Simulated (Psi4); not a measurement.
# CF2 (SMILES F[C]F): CASSCF(2,2)/pcSseg-1 (density fitting, density fitting for correlation, nat orbs yes)

What is the energy difference between two shapes of CF2 at CASSCF(2,2)/pcSseg-1 (density fitting, density fitting for correlation, nat orbs yes)? 

The calculation is run with Psi4 1.11.

1 further run of the same task is left out (it didn't finish).

### 1 The structure to begin with

The species is CF2 (3 atoms), meant as a singlet with charge 0. As SMILES, `F[C]F`. The coordinates come from a GFN2-xTB relaxation.

Bond lengths: F1–C2 1.320 Å, C2–F3 1.320 Å. Angles: F1–C2–F3 118.3°.

### 2 A single-point energy at CASSCF(2,2)/pcSseg-1 (density fitting, density fitting for correlation, nat orbs yes)

Contents of input.inp:

```
memory 1600 MB

molecule mol {
  0 1
  F      0.396940     1.032800     0.332770
  C      0.326820    -0.272180     0.149730
  F     -0.723760    -0.760620    -0.482500
  symmetry c1
  no_reorient
  no_com
}

set basis pcSseg-1
set reference rhf
set restricted_docc [11]
set mcscf_type df
set mcscf_algorithm ts
set mcscf_maxiter 40
set active [2]
set nat_orbs true
set mcscf_r_convergence 0.0001
set mcscf_e_convergence 1e-06

energy("casscf")
```

Run with:

```console
$ psi4 -i input.inp -o input.out -n 1
```

input.out:

```text
[...]
  Running in c1 symmetry.
[...]
  Nuclear repulsion =   62.216772508181066
[...]
  Multiplicity = 1
[...]
  Nalpha       = 12
  Nbeta        = 12
[...]
    Number of basis functions: 51
[...]
   @DF-RHF iter   1:  -236.56778988009447   -6.73602e-01   6.88892e-03 ADIIS/DIIS
[...]
   @DF-RHF iter  11:  -236.61364204479108   -9.20863e-12   9.88221e-09 DIIS
[...]
    Orbital Energies [Eh]
    ---------------------
    Doubly Occupied:
       1A    -26.381408     2A    -26.381295     3A    -11.464030
       4A     -1.737176     5A     -1.684569     6A     -0.962254
       7A     -0.838659     8A     -0.791448     9A     -0.774105
      10A     -0.710888    11A     -0.706925    12A     -0.455226
[...]
   @DF-MCSCF Final Energy: -236.635407538950517
[...]
    Warning: Norm of correction (root 0) is < 1.0E-13
   @CI  1:     0   -236.635407538950   0.0000E+00   5.5955E-14 c
   ==> Energetics <==
    SCF energy =         -236.613642044791078
    Total MCSCF energy = -236.635407538950517
[...]
 Multipole Moments:
 ------------------------------------------------------------------------------------
     Multipole            Electronic (a.u.)      Nuclear  (a.u.)        Total (a.u.)
 ------------------------------------------------------------------------------------
 L = 1.  Multiply by 2.5417464519 to convert [e a0] to [Debye]
 Dipole X            :          1.7394058           -1.8528009           -0.1133950
 Dipole Y            :         -1.4478846            1.5430370            0.0951523
 Dipole Z            :          0.7969742           -0.8488461           -0.0518718
 Magnitude           :                                                    0.1568537
[...]
```

It took 1.4 s on 1 thread of INTEL XEON PLATINUM 8581C at 2.30GHz (Emerald Rapids), shared host; peak memory 0.2 GiB.

### 3 The distorted shape at the same level

Contents of job.json:

```json
{
 "schema_name": "qcschema_input",
 "schema_version": 1,
 "molecule": {
  "schema_name": "qcschema_molecule",
  "schema_version": 2,
  "symbols": ["F", "C", "F"],
  "geometry": [0.71198644, 1.95531663, 0.64150722, 0.58969093, -0.51704419, 0.18587535, -1.31666479, -1.43362183, -0.89679788],
  "molecular_charge": 0,
  "molecular_multiplicity": 1,
  "fix_symmetry": "c1",
  "fix_com": true,
  "fix_orientation": true
 },
 "driver": "energy",
 "model": {
  "method": "casscf",
  "basis": "pcSseg-1"
 },
 "keywords": {
  "reference": "rhf",
  "restricted_docc": [11],
  "mcscf_type": "df",
  "mcscf_algorithm": "ts",
  "mcscf_maxiter": 40,
  "active": [2],
  "nat_orbs": true,
  "mcscf_r_convergence": 0.0001,
  "mcscf_e_convergence": 1e-06
 }
}
```

Run with:

```console
$ psi4 --qcschema job.json -n 1 --memory 1600MB
```

stdout:

```text
[...]
  Running in c1 symmetry.
[...]
  Nuclear repulsion =   63.288986127979662
[...]
  Multiplicity = 1
[...]
  Nalpha       = 12
  Nbeta        = 12
[...]
    Number of basis functions: 51
[...]
   @DF-RHF iter   1:  -236.56937691547699   -5.76472e-01   6.68070e-03 DIIS/ADIIS
[...]
   @DF-RHF iter  12:  -236.61203587402238   -6.82121e-13   3.30382e-09 DIIS
[...]
    Orbital Energies [Eh]
    ---------------------
    Doubly Occupied:
       1A    -26.402940     2A    -26.366750     3A    -11.453049
       4A     -1.766340     5A     -1.683325     6A     -0.972955
       7A     -0.850004     8A     -0.802858     9A     -0.790563
      10A     -0.710255    11A     -0.708806    12A     -0.442061
[...]
   @DF-MCSCF Final Energy: -236.633305695153496
[...]
    Warning: Norm of correction (root 0) is < 1.0E-13
   @CI  1:     0   -236.633305695153   0.0000E+00   5.5085E-14 c
   ==> Energetics <==
    SCF energy =         -236.612035874022382
    Total MCSCF energy = -236.633305695153496
[...]
 Multipole Moments:
 ------------------------------------------------------------------------------------
     Multipole            Electronic (a.u.)      Nuclear  (a.u.)        Total (a.u.)
 ------------------------------------------------------------------------------------
 L = 1.  Multiply by 2.5417464519 to convert [e a0] to [Debye]
 Dipole X            :          1.6354944           -1.9039596           -0.2684652
 Dipole Y            :         -1.5977748            1.5929881           -0.0047867
 Dipole Z            :          1.0497819           -1.1823638           -0.1325819
 Magnitude           :                                                    0.2994569
[...]
```

The result, in JSON:

```text
{
 "driver": "energy",
 "model": {
  "method": "casscf",
  "basis": "pcSseg-1"
 },
 "success": true,
 "return_result": -236.6333056951535,
 "properties": {
  "calcinfo_nbasis": 51,
  "calcinfo_nmo": 51,
  "calcinfo_nalpha": 12,
  "calcinfo_nbeta": 12,
  "calcinfo_natom": 3,
  "nuclear_repulsion_energy": 63.28898612797966,
  "return_energy": -236.6333056951535,
  "scf_one_electron_energy": -453.9022318742809,
  "scf_two_electron_energy": 154.00120987227885,
  "scf_dipole_moment": [-0.3410114601902552, 0.05202666038874071, -0.1591117585132802],
  "scf_total_energy": -236.61203587402238,
  "scf_iterations": 12
 }
}
```

It took 1.4 s on 1 thread of INTEL XEON PLATINUM 8581C at 2.30GHz (Emerald Rapids), shared host; peak memory 0.2 GiB.

### 4 Outcome

At CASSCF(2,2)/pcSseg-1 (density fitting, density fitting for correlation, nat orbs yes):

```
                                           quantity          value
                          first shape: total energy  -236.63541 Eh
    first shape: dipole moment (correlated density)         0.40 D
                      distorted shape: total energy  -236.63331 Eh
distorted shape: dipole moment (correlated density)         0.76 D
             energy change with the atoms displaced       0.057 eV
```

With the atoms displaced the energy rises by 0.06 eV (1.3 kcal/mol). The first shape isn't relaxed at this level, so the change isn't measured from a minimum.
